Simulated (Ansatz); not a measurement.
**CHAlP (quartet): the correlation ladder at a displaced geometry (v1), cc-pVDZ**

How much of the correlation energy of CHAlP (quartet) does each wave-function method recover here?

The runs use Ansatz 0.2.0, Gaussian basis; cc-pVDZ, core rule «outside noble gas», up to 11 orbitals frozen.

Plan: UHF; CCSD(T) on ROHF; CCSD(T) on UHF; BCCD(T) on ROHF; CISD; CCSDT(Q) on ROHF; CCSDT(Q) on UHF.

25 further runs of the same task are left out: 8 that didn't finish, 17 set aside as unsound or not needed.

### Step 1. What is computed

The geometry is a PBE0/def2-TZVP stationary point (not a proven minimum) with its atoms shifted at random (size 0.040 Å).

4 atoms, charge 0, spin multiplicity 4.

Atoms are counted from 1 here; the program's logs count them from 0.

Bond lengths: Al1–C2 1.868 Å, Al1–P3 2.472 Å, C2–P3 1.720 Å, C2–H4 1.081 Å. Angles: C2–Al1–P3 44.0°, Al1–C2–P3 87.0°, Al1–C2–H4 136.4°, P3–C2–H4 136.5°, Al1–P3–C2 49.0°.

### Step 2. UHF

in.yaml reads:

```yaml
crystal:
  periodic: [false, false, false]
  atoms:
    - {symbol: Al, position_ang: [-0.019637, -0.269191, 1.322527]}
    - {symbol: C, position_ang: [-0.020470, 1.044170, -0.005351]}
    - {symbol: P, position_ang: [0.027494, -0.239481, -1.148698]}
    - {symbol: H, position_ang: [-0.075283, 2.122756, -0.039722]}
basis:
  gaussian: {orbitals: cc-pVDZ}
magnetization: {spin_polarized: true, initial_magnetization: 3}
hamiltonian: {xc: hf}
output: {orbitals: {seedname: orbitals}}
```

Started as:

```console
ansatz run in.yaml --threads 1 --pin off --events-out ev --progress --plain --max-ram 2393MiB
```

Further steps of the session: CCSD(T) on ROHF; CCSD(T) on UHF; BCCD(T) on ROHF; CISD; CCSDT(Q) on ROHF; CCSDT(Q) on UHF.

**Question.** What will the summary of the whole plan be? Wanted: RCCSDT(Q) below the RHF energy; RMP2 from RCCSDT(Q); UMP2 from RCCSDT(Q); RCCSD from RCCSDT(Q); RCCSD(T) from RCCSDT(Q); UCCSD(T) from RCCSDT(Q); UCCSDT(Q) from RCCSDT(Q); T1 diagnostic.

The runs gave:

```
                         quantity          value
   RCCSDT(Q) below the RHF energy     -8.8431 eV
              RMP2 from RCCSDT(Q)  +109.4 kJ/mol
              UMP2 from RCCSDT(Q)  +116.9 kJ/mol
             RCCSD from RCCSDT(Q)   +51.4 kJ/mol
          RCCSD(T) from RCCSDT(Q)    +7.5 kJ/mol
          UCCSD(T) from RCCSDT(Q)    +8.1 kJ/mol
         UCCSDT(Q) from RCCSDT(Q)    -0.5 kJ/mol
levels within 1 kcal/mol (43 meV)      UCCSDT(Q)
                    T1 diagnostic          0.043
```

In words: RCCSD(T) misses by +7.5 kJ/mol, 0.9 % of the correlation energy. Coupled cluster took another determinant than the lowest Hartree-Fock one. These misses are within one basis, not against nature; the frozen cores of restricted and unrestricted runs differ, which can shift their rows.
